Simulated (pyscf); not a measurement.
Substitution at Si: H₃Si–AsH–SiH₃ (SMILES [SiH3][AsH][SiH3]) + H• (SMILES [H]) → SiH₄ (SMILES [SiH4]) + H₃Si–AsH• (SMILES [SiH3][AsH])

Gas phase, doublet surface, charge 0. Bonds broken: Si1–As2. Bonds formed: Si1–H11. PySCF, gas phase, ωB97X-D3(BJ)/def2-SVP geometries.

Transition state (Å):

```xyz
11

Si    -1.6537     1.2187     0.9785
As     0.1793    -0.3455     1.1063
Si    -0.1226    -1.0556    -1.1108
H     -2.8027     0.2668     0.8985
H     -1.5071     1.9642     2.2631
H     -1.3643     1.9963    -0.2655
H      1.2173     0.6964     0.7196
H     -0.2581     0.0833    -2.0653
H      1.0312    -1.9043    -1.5257
H     -1.3700    -1.8728    -1.1582
H     -3.0714     2.3850     0.8550
```

One imaginary mode, 565i cm⁻¹; descent along it reached the two sides named.

| bond | change | reactant side (Å) | saddle | product side |
|---|---|---|---|---|
| Si1–As2 | breaks | 2.349 | 2.413 | 3.6 |
| Si1–H11 | forms | 3.5 | 1.840 | 1.492 |

Electronic energies relative to the separated reactants (kcal/mol):

```
level                   barrier  reaction energy  reverse barrier
----------------------  -------  ---------------  ---------------
ωB97X-D3(BJ)/def2-TZVP      4.2            -21.2             25.3
PBE/def2-TZVP              -2.9            -24.9             22.0
r²SCAN/def2-TZVP           -3.6            -26.7             23.1
B3LYP-D3(BJ)/def2-TZVP     -1.3            -28.6             27.3
PBE0-D3(BJ)/def2-TZVP       0.0            -23.2             23.2
M06-2X/def2-TZVP            2.8            -29.1             32.0
ωB97M-D3(BJ)/def2-TZVP      3.5            -28.1             31.7
HF/def2-TZVP               16.0            -32.1             48.1
```

With ωB97M-D3(BJ)/def2-TZVP energies and thermal terms (ideal gas, 1 atm, RRHO with modes under 100 cm⁻¹ raised to 100, one conformer, R ln 2 for rigid chiral ones), in kcal/mol:

| T (K) | ΔH‡ | ΔG‡ | ΔH | ΔG |
|---|---|---|---|---|
| 298 | 3.4 | 10.1 | -26.1 | -28.6 |
| 600 | 2.9 | 17.1 | -27.6 | -30.5 |
| 900 | 2.6 | 24.3 | -29.0 | -31.6 |
| 1200 | 2.3 | 31.6 | -30.2 | -32.3 |

At PBE, r²SCAN, B3LYP-D3(BJ) this geometry lies under the reactants; that is no barrier but a single point on another level's saddle; such a level's own saddle, if it has one, lies nearer that side and is low. This is the saddle that the search found; another between the same sides may lie lower. The angle at the attacked Si is 179°. Elements up to Kr have no core potential and no relativistic terms here.
